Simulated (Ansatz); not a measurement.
hcp Ti was calculated with LDA (Ansatz, a first-principles code, plane waves, PAW).

Settings: plane-wave cutoff 500 eV, 24×24×1 k mesh (along the axes of the cell as run), Fermi–Dirac smearing 0.1 eV, scalar-relativistic PAW data made under PBE.

**Question.** Estimate the surface energy of the (0001) face and work function of the (0001) face that the calculation returns.

**Answer.** 
surface energy of the (0001) face: 2.25 J/m²
work function of the (0001) face: 4.65 eV

The slab of 6 atoms is relaxed and unreconstructed.

Computed values are for the static lattice.

Computing time: around 4 core-minutes (rough).
